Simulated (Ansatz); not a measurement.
Results of PBEsol+SOC (Ansatz, a first-principles code, PAW) for body-centred tetragonal In.

Run with plane-wave cutoff 520 eV, 24×24×24 k mesh, Fermi–Dirac smearing 0.05 eV, PAW data made under PBE.

Equation-of-state points:

| V (Å³/atom) | E − E_lowest (meV/atom) |
|---|---|
| 24.486 | 6.25 |
| 24.996 | 1.50 |
| 25.506 | 0.00 |
| 26.016 | 1.37 |
| 26.527 | 5.29 |

Task: What bulk modulus B0 and pressure derivative B′ does a third-order Birch–Murnaghan fit give?

Result: V0 = 25.507 Å³/atom, B0 = 45.1 GPa, B′ = 5.1 (fit to the energies at full precision).

Shape and atoms are relaxed at each volume.

Measured, for comparison: bulk modulus 44.7 GPa (copied from a table, unchecked, extrapolated to 0 K and zero-point effects removed; as tabulated in Lejaeghere et al. (2013), arXiv:1204.2733). Computed (rounded) less measured: bulk modulus not scored (unchecked).

Note: the bulk modulus comes from volumes at which shape and atoms were relaxed.

The computed numbers hold no vibrational or temperature effects.

It cost about 25 core-minutes (a rough figure) of CPU time.
